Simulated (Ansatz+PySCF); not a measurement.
Values are calculated unless marked as measured or tabulated.
This PySCF input gave a total energy of -155.92622 hartree.

```python
from pyscf import gto, scf

mol = gto.M(atom="""
C 0.000000 0.004320 -0.721800
C 0.000000 -0.004320 0.721800
C 0.000000 1.323520 -1.649320
C 0.000000 -1.323520 1.649320
H 0.000000 -1.038050 -1.289420
H 0.000000 1.038050 1.289420
H 0.000000 2.317770 -0.998390
H 0.953720 1.351660 -2.363170
H -0.953720 1.351660 -2.363170
H 0.000000 -2.317770 0.998390
H 0.953720 -1.351660 2.363170
H -0.953720 -1.351660 2.363170
""", basis='def2-svp', charge=0, spin=0)
mf = scf.RHF(mol)
mf.init_guess = 'atom'
mf.kernel()
while True:  # follow internal instabilities
    mo, _, stable, _ = mf.stability(return_status=True)
    if stable: break
    mf.kernel(mf.make_rdm1(mo, mf.mo_occ))
print(mf.converged, mf.e_tot, mf.spin_square()[0])
```

(1) Write an input for Ansatz with the same method and basis set.

Results:

(1)

```yaml
crystal:
  periodic: [false, false, false]
  atoms:
    - { symbol: C, position_ang: [0.0, 0.00432, -0.7218] }
    - { symbol: C, position_ang: [0.0, -0.00432, 0.7218] }
    - { symbol: C, position_ang: [0.0, 1.32352, -1.64932] }
    - { symbol: C, position_ang: [0.0, -1.32352, 1.64932] }
    - { symbol: H, position_ang: [0.0, -1.03805, -1.28942] }
    - { symbol: H, position_ang: [0.0, 1.03805, 1.28942] }
    - { symbol: H, position_ang: [0.0, 2.31777, -0.99839] }
    - { symbol: H, position_ang: [0.95372, 1.35166, -2.36317] }
    - { symbol: H, position_ang: [-0.95372, 1.35166, -2.36317] }
    - { symbol: H, position_ang: [0.0, -2.31777, 0.99839] }
    - { symbol: H, position_ang: [0.95372, -1.35166, 2.36317] }
    - { symbol: H, position_ang: [-0.95372, -1.35166, 2.36317] }
basis:
  gaussian: { orbitals: def2-SVP }
hamiltonian:
  xc: hf
```

Ansatz (development build ahead of 0.2.0) gave -155.92622 hartree, 0.05 meV from the first.
